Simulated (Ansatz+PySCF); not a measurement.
Results of a calculation; reference values are marked as such.
## Several solutions for doublet N₂(+)

```xyz
2

N     0.0000    0.0000   -0.8322
N     0.0000    0.0000    0.8322
```

Basis set: cc-pVDZ (spherical functions). Charge 1, multiplicity 2.

CASSCF(3,3) was run from several starts with Ansatz (development build ahead of 0.2.0) and PySCF 2.14.0. The starts are those of the Hartree–Fock orbitals from which the active space was taken at the frontier.

```csv
run,program,start,converged,energy (hartree),<S²>
A,Ansatz,"atomic start, no search",yes,-108.27333,0.75
B,Ansatz,search for the lowest state,yes,-108.27333,0.75
C,Ansatz,stability test followed,yes,-108.27333,0.75
D,PySCF,program defaults,yes,-108.17813,0.75
```

Q: Which runs reached the lowest solution of this kind, and what is wrong with the others?

A: A, B, C reached the lowest solution found. Converged but too high: D by 2.59 eV. Convergence only shows a stationary point; in CASSCF the end hangs on which orbitals enter the active space. Caution: other starts end on other solutions of this active space.
